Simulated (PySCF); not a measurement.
**From computed data to an observable: oscillator strength and radiative lifetime**

hydrogen sulfide (H₂S), SMILES S.

Coordinates come from a PBE0-D3(BJ)/def2-TZVPD optimisation.

TDDFT-PBE/def2-TZVPD (PySCF) puts the first singlet state with f over 0.02 at 5.79 eV (vertical), with the transition dipole (0.656, 0.000, 0.000) in atomic units.

Question: Find the oscillator strength, the wavelength and the radiative lifetime that this transition would have in vacuum if emission retraced absorption.

Answer: 
|μ|² = 0.4303 au, so |μ| = 1.67 D. ΔE = 5.79/27.211 = 0.2128 hartree. f = (2/3) ΔE |μ|² = 0.061 (the program prints 0.061).
λ = 1239.84/5.79 = 214 nm; ν = 46699 cm⁻¹.
Einstein's coefficient A = 0.6670 ν² f s⁻¹ (ν in cm⁻¹) = 8.9e7 s⁻¹, so τ = 1/A = 11 ns. This state is S1. The figure is the radiative limit of this one transition; relaxation, internal conversion, crossing to triplets and a medium change what is measured.
